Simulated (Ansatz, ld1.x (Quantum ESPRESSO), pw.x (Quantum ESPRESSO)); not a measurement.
# Equation-of-state test of one TM potential (aluminium (Al))

```
Element                 : aluminium
Generator               : ld1.x (Quantum ESPRESSO) 7.5
Type                    : norm-conserving Troullier–Martins (Kleinman–Bylander form)
Functional              : PBE
Relativity              : scalar-relativistic
Frozen core             : [Ne]
Valence charge          : 3
Reference configuration : 3s2 3p1
Partial waves           : 3p (bound): rc 2.10 bohr; 3d channel at -0.05 Ry: rc 2.30 bohr; 3s (bound): rc 2.25 bohr
Local potential         : the s channel
Core correction         : a·sin(br)/r model core inside 1.45 bohr
```

Atomic tests: cutoffs needed: 8 Ry and 25 Ry (the cutoffs (Ry, on a coarse ladder) from which the occupation-weighted sum of valence levels, in a spherical-Bessel basis at the reference potential, stays within 10 and 1 mRy of its value at 400 Ry); ghost test: no extra level below or beside the all-electron valence levels (p, d, s, f tested) (spherical-Bessel basis up to 400 Ry, 20 bohr box); largest excitation error: +33 meV (all-electron minus pseudo) for 3s1 3p0, out of 7 test configurations.

Crystal test: fcc Al in pw.x 7.5, no spin, 14³ k-points, Fermi–Dirac smearing 0.01 Ry, cutoffs 50/200 Ry. The reference is all-electron LAPW (Ansatz 0.2.0) with the same functional, mesh and smearing; V0 and B0 come from Birch–Murnaghan fits to the pressures at five volumes. Errors are pseudo minus all-electron; Δ is the rms difference of the E(V) curves that follow from these fits, minima aligned, over ±6 % about the mean V0. Mesh and smearing are coarse, so the numbers serve the comparison and aren't converged zero-temperature values; the lattice is a test structure that the element need not adopt.

| V (Å³/atom) | P all-electron (GPa) | P pseudo (GPa) |
| --- | --- | --- |
| 15.701 | 4.22 | 3.01 |
| 16.114 | 1.87 | 0.78 |
| 16.527 | -0.17 | -1.16 |
| 16.940 | -1.94 | -2.83 |
| 17.353 | -3.46 | -4.28 |

All-electron: a0 = 4.040 Å (V0 = 16.49 Å³/atom), B0 = 76.6 GPa.

Pseudopotential: mean pressure error (GPa): -1.00; a0 (Å): 4.023; a0 error (%): -0.44; B0 error (%): +1.0; Δ (meV/atom): 3.7.

At the middle volume, how do free energy and pressure move when the wave cutoff is lowered (ecutrho kept at four times it)?

```tsv
cutoff (Ry)	shift of F (meV/atom)	shift of P (GPa)
22	+16.1	-0.50
30	+3.9	-0.08
40	+1.9	-0.04
```

The run at the middle volume (104 k-points, 6 iterations) took about 5.4 s on one core of a shared host (Neoverse-V1, 32 threads, 247 GiB, load 17).
